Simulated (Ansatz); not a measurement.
# Isomers

Structures of CH$_{2}$NSi, doublet, relaxed at PBE0-D4/def2-TZVP (vibrations not checked; lower isomers may exist, and structures with a doubtful reference or unclear bonds are left out). Ansatz 0.2.0; basis: def2-TZVPP; cores frozen in the correlated methods; orbitals are unrestricted. B3LYP uses VWN-RPA correlation.

Q: Rank them by CCSD(T) energy, lowest first, and give each one's height above the lowest. Links in brackets join atoms within 1.22 times the sum of their covalent radii (1.1 for two metals). (Judge from chemistry; the value comes from the calculation.)
A.
CH₂NSi ([N][C][SiH2])
```
5
angstrom
C 0.5689 -0.5651 0.5850
Si -0.7840 0.2649 -0.3266
N 1.3625 -1.1369 1.1989
H -0.6284 0.0079 -1.7757
H -0.8117 1.6994 0.0366
```
B.
CH₂NSi ([NH][C][SiH])
```
5
angstrom
N -0.4275 0.6377 -0.5681
C 0.2234 -0.0559 0.1448
Si 1.1789 -1.3108 1.0642
H 2.1047 -0.1820 1.4968
H -1.2350 1.2351 -0.4906
```
C.
CH₂NSi ([CH]1[NH][Si]1)
```
5
angstrom
C -0.3345 0.6039 -0.0940
Si 0.5455 -0.7991 0.5239
N -0.0727 -0.2048 -1.1442
H -0.7162 -0.3846 -1.9066
H -0.9628 1.4866 -0.0908
```

A: The calculation gives: A (0.000 eV), B (1.145 eV), C (1.223 eV). Heights count from the lowest.

Q: Do PBE-D4, r2SCAN-D4, PBE0-D4, B3LYP-D4, wB97M-V, HF, MP2 give the same order? (A judgement: the text doesn't fix the answer.)

A: Computed: Lowest first: PBE0-D4 A < C < B; wB97M-V A < C < B. The others agree with CCSD(T).

The T1 diagnostic stays at or below 0.030. ⟨S²⟩ of the unrestricted Hartree–Fock references: 0.78 to 0.82 (a pure state has 0.75). The unrestricted reference is spin-contaminated, which hurts MP2 most.

For scale, one of the runs: CCSD(T)/def2-TZVPP, 132 basis functions, launched by `ansatz run in.yaml --threads 2 --pin off --events-out ev --progress --plain --max-ram 4352MiB`. The run took 31 s on 2 CPU threads of an Arm Neoverse V1 (shared host), with 1.4 GiB of host memory at its peak.
